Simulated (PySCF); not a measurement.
The dipole of cis-1,2-difluoroethene (`F/C=C\F`) from its density and from atomic charges.

Coordinates (PBE0-D3(BJ)/def2-SVP, Å) and charges (e) from the PBE0/pcSseg-1 density (PySCF):

| atom | x | y | z | Mulliken | IAO | Hirshfeld | ESP-fitted |
| --- | --- | --- | --- | --- | --- | --- | --- |
| F1 | 1.083 | 0.728 | -1.164 | -0.2590 | -0.2515 | -0.0791 | -0.0874 |
| C2 | 0.480 | -0.208 | -0.445 | +0.1430 | +0.0894 | +0.0144 | -0.0707 |
| C3 | -0.468 | 0.058 | 0.448 | +0.1432 | +0.0894 | +0.0144 | -0.0605 |
| F4 | -0.900 | 1.285 | 0.704 | -0.2589 | -0.2514 | -0.0790 | -0.0894 |
| H5 | 0.819 | -1.228 | -0.639 | +0.1159 | +0.1621 | +0.0647 | +0.1553 |
| H6 | -0.951 | -0.732 | 1.028 | +0.1158 | +0.1620 | +0.0646 | +0.1526 |

Task: Form Σ q r in debye for every column and set it beside the full dipole.

Result: The full density gives (-0.18, -2.28, 0.49) D, 2.34 D in size; dipole vectors point from the negative to the positive end.

```
    scheme     μx     μy    μz  size (D)  share of the full size (%)  angle to the full dipole (°)
  Mulliken  -0.29  -3.70  0.79      3.79                         162                             0
       IAO  -0.32  -4.02  0.86      4.12                         177                             0
 Hirshfeld  -0.11  -1.38  0.30      1.42                          61                             0
ESP-fitted  -0.18  -2.26  0.48      2.31                          99                             0
```

Task: Which set comes closest?

Result: Length of the difference vector: ESP-fitted 0.02 D, Hirshfeld 0.92 D, Mulliken 1.46 D, IAO 1.79 D. Closest: ESP-fitted. ESP charges are fitted to the potential around the molecule, whose slowest-falling term is the dipole's. The schemes that divide the density aren't constrained to reproduce the dipole.

Task: What is left for the Hirshfeld atoms' own dipoles?

Result: The Hirshfeld atoms' densities add up to the full density, so μ = Σ q r + Σ (atomic dipoles). The atomic dipoles sum to (-0.18, -2.28, 0.49) − (-0.11, -1.38, 0.30) = (-0.07, -0.90, 0.19) D, 0.92 D in size.

Task: With the origin at the mean of the coordinates, (0.011, -0.016, -0.012) Å, which are the largest single terms, by size, of the IAO dipole along the direction of the full one?

Result: F4 +1.27, F1 +1.27, H5 +0.77, H6 +0.77, C2 +0.03 D; all 6 atoms together +4.12 D. The single terms depend on the origin, their sum doesn't.

Task: Give the size of the full dipole in other units.

Result: 2.34 D = 0.919 au = 0.486 e·Å = 7.79 × 10⁻³⁰ C·m.

Geometry: PBE0-D3(BJ)/def2-SVP; no solvent, vibrations or thermal averaging.

These values come from a run that also computed NMR shieldings. On an Arm Neoverse V1 with one thread, on a shared host, this took 2.8 s wall and 0.36 GiB of memory at its peak.
